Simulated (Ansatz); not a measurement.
Ansatz (a program for electronic structure) input (B3LYP-D3(BJ)/def2-TZVP):

Ansatz 0.2 input:
```yaml
crystal:
  periodic: [false, false, false]
  atoms:
    - {symbol: B, position_ang: [0.00599110, -0.00324715, -0.01909987]}
    - {symbol: F, position_ang: [-1.20957453, -0.78966279, -0.04379917]}
    - {symbol: F, position_ang: [0.01446074, 1.33732927, -0.56604450]}
    - {symbol: F, position_ang: [1.22070784, -0.56726853, 0.53247956]}
basis:
  gaussian:
    orbitals: def2-TZVP
hamiltonian:
  xc: b3lyp
  dispersion: d3bj
total_charge: -1
magnetization: {spin_polarized: true, initial_magnetization: 1}
relax: {f_tol: 0.002, max_steps: 150}
```

End of the output:

```
reference -8835.22904570 eV, -324.6886786961 hartree; 17, 16 occupied and 107, 108 virtual orbitals, 637 factors
relax step   7: F+E_penalty+E_count = -8835.28371864 eV  Δ(F+E_penalty+E_count) = -1.813e-6 eV  max|allowed force component| = 1.315e-3 eV/Å  Δτ_max = 0.0003 Å  (20 SCF iters, accepted)
integrals: 0.03 GiB planned
637 factors; their error is unknown
mean field: 0.43 GiB planned
mean field evaluation 96: about -8835.2288 eV, gradient 7.9e-3 eV
mean field -8835.22883598 eV, -324.6886709890 hartree, gradient 2.1e-5 eV, S^2 0.751229; 1 other end points of the search recorded, 0 dependent functions left out
the calculation of the forces begins
reference -8835.22904570 eV, -324.6886786961 hartree; 17, 16 occupied and 107, 108 virtual orbitals, 637 factors
Total energy: -8835.28392836 eV, -324.6906955968 hartree
Atom 0 at    -0.073941     0.114670     0.274290 Å, force     0.000250     0.000032     0.001315 eV/Å
Atom 1 at    -1.086757    -0.766729    -0.140410 Å, force    -0.000029     0.000257    -0.000591 eV/Å
Atom 2 at     0.040344     1.191513    -0.621241 Å, force    -0.000252    -0.000313    -0.000476 eV/Å
Atom 3 at     1.151939    -0.562303     0.390897 Å, force     0.000031     0.000024    -0.000248 eV/Å
Dipole moment:     0.074817    -0.110068    -0.272931 e Å
```
